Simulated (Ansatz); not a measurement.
Job for Ansatz (a quantum-chemistry and plane-wave program): U-CCSD(T)/aug-cc-pVTZ on CH2 (SMILES [CH2], charge +1), 2S+1 = 2, atoms moved off the minimum. Charge +1.

Ansatz 0.2 input:
```yaml
crystal:
  periodic: [false, false, false]
  atoms:
    - {symbol: C, position_ang: [0.06370803, -0.05556186, 0.10700709]}
    - {symbol: H, position_ang: [-1.06782116, -0.00972760, -0.30355096]}
    - {symbol: H, position_ang: [1.01271913, 0.03725419, -0.37070859]}
basis:
  gaussian:
    orbitals: aug-cc-pVTZ
total_charge: 1
magnetization: {spin_polarized: true, initial_magnetization: 1}
correlation: {method: ccsd_t, electrons: outside_noble_gas}
scf: {omitted_lower_state_checks: [cluster_reference]}
output: {forces: true}
```

Output:

```
WARN ansatz: RAYON_NUM_THREADS=1 ignored (pool sized by the plan → 1); use --threads N
Functional definition: HF
these checks for a lower state are left out or cut short: cluster_reference
integrals: 0.14 GiB planned
522 factors; integrals over basis functions are off by at most 1.2e-3 eV
mean field: 0.14 GiB planned
mean field evaluation 1: about -1049.0784 eV, gradient 9.1e0 eV
mean field evaluation 2: about -1049.0784 eV, gradient 9.1e0 eV
mean field evaluation 4: about -1049.6205 eV, gradient 8.5e-1 eV
mean field evaluation 8: about -1049.6323 eV, gradient 2.6e-4 eV
mean field evaluation 16: about -1049.5118 eV, gradient 2.5e0 eV
mean field -1049.63228412 eV, -38.5732749752 hartree, gradient 7.8e-7 eV, S^2 0.755208; 2 other end points of the search recorded, 0 dependent functions left out
1 core orbitals not correlated
reference -1049.63228412 eV, -38.5732749752 hartree; 3, 2 occupied and 88, 89 virtual orbitals, 522 factors
densities: 0.74 GiB planned
second order -2.63925883 eV of doubles, -0.00000000 eV of singles
coupled cluster: 0.46 GiB planned
cycle   1  -3.02907721 eV  change   -3.9e-1 eV  update   4.0e-2
cycle   2  -3.18161890 eV  change   -1.5e-1 eV  update   1.6e-2
cycle   3  -3.18913988 eV  change   -7.5e-3 eV  update   4.5e-3
cycle   4  -3.19051491 eV  change   -1.4e-3 eV  update   1.5e-3
cycle   5  -3.19054231 eV  change   -2.7e-5 eV  update   4.9e-4
cycle   6  -3.19055962 eV  change   -1.7e-5 eV  update   1.4e-4
cycle   7  -3.19060566 eV  change   -4.6e-5 eV  update   5.9e-5
cycle   8  -3.19059517 eV  change    1.0e-5 eV  update   2.9e-5
cycle   9  -3.19059017 eV  change    5.0e-6 eV  update   1.2e-5
cycle  10  -3.19059372 eV  change   -3.6e-6 eV  update   4.3e-6
cycle  11  -3.19059340 eV  change    3.2e-7 eV  update   1.6e-6
cycle  12  -3.19059303 eV  change    3.8e-7 eV  update   6.2e-7
cycle  13  -3.19059278 eV  change    2.4e-7 eV  update   2.2e-7
perturbative correction -0.06377871 eV, -0.0023438242 hartree
the calculation of the forces begins
Total energy: -1052.88665561 eV, -38.6928709214 hartree
Atom 0 at     0.063708    -0.055562     0.107007 Å, force    -3.570933     0.060398    -0.768022 eV/Å
Atom 1 at    -1.067821    -0.009728    -0.303551 Å, force     2.430429    -0.131972     1.091798 eV/Å
Atom 2 at     1.012719     0.037254    -0.370709 Å, force     1.140504     0.071574    -0.323776 eV/Å
Dipole moment:    -0.036391     0.018868    -0.122139 e Å
Checks for a lower state left out: cluster_reference
```

The calculation finished and met its thresholds.

Cost: very roughly 13 core-seconds.
